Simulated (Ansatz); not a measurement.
# SiH$_{3}$⁺, singlet along the scale of all distances

Starting geometry (PBE0/def2-TZVP stationary point for this spin, not checked as a minimum):

```tsv
atom	x (Å)	y (Å)	z (Å)
Si	0.0000	0.0000	0.0000
H	1.4719	0.0142	-0.0001
H	-0.7483	1.2676	-0.0029
H	-0.7237	-1.2818	0.0030
```

From there all distances are scaled together; atoms are numbered as listed. Energies are in eV, counted from the starting geometry at the same level. Kohn–Sham curves are unrestricted where that lies lower.

Basis cc-pVDZ; Ansatz 0.2.0. Only valence electrons are correlated (noble-gas cores frozen). Prefix R: restricted or restricted open-shell reference; prefix U: unrestricted. Active spaces: valence = (6e, 7o) chosen from the atoms' valence shells.

Unrestricted rows (U, and Kohn–Sham where it breaks symmetry) aren't spin-pure: their determinants' ⟨S²⟩ exceeds S(S+1) by up to 1.98, so they mix in states of higher spin. Runs in a small pair space aren't shown, since their orbitals change along the scan. A value is left out where its run failed or describes another state than the reference as far as symmetry and spin tell, or, spin-broken singlets apart, can't be checked. So is a cluster or MP2 value whose T1 reaches 0.2, or 0.1 on a determinant over 1 eV above the lowest, or whose CCSD ends far below full CI on such a determinant.

Full CI is exact within this basis and frozen core; it isn't the basis-set limit. The frozen core follows each run's orbitals, which can shift R against U totals by a few meV.

| scale of all distances | full CI | curve A | curve B | curve C | curve D |
| --- | --- | --- | --- | --- | --- |
| 0.864 | 1.663 | 1.692 | 1.658 | 1.696 | 1.662 |
| 1.000 | 0.000 | 0.000 | 0.000 | 0.000 | 0.000 |
| 1.118 | 0.646 | 0.589 | 0.653 | 0.631 | 0.647 |
| 1.295 | 2.890 | 2.788 | 2.919 | 2.741 | 2.896 |
| 1.500 | 5.510 | 5.591 | 5.602 | 5.287 | 5.550 |
| 1.757 | 7.579 | 7.856 | 7.823 | 7.305 | 7.694 |
| 2.027 | 8.525 | 8.831 | 8.843 | 8.231 | 8.609 |
| 2.360 | 8.950 | 9.290 | – | – | 8.983 |

**Question.** The curves come from B3LYP, NEVPT2 (valence space), RCCSD(T), UCCSDT. Compare each with full CI and say which is which.

**Answer.** A: B3LYP, B: RCCSD(T), C: NEVPT2 (valence space), D: UCCSDT. Spread of the error against full CI, over the points where both stand: A 0.442, B 0.323, C 0.327, D 0.116 eV. B3LYP at 2.360 lies 0.340 eV (4 %) above the reference in this basis. The program flagged some runs of RCCSD(T) as in doubt.

In so small a basis the reference is far from its limit while semilocal and hybrid functionals are nearer theirs, so the functionals' errors here hold much of the reference's basis and frozen-core error, which can add to them or hide them.
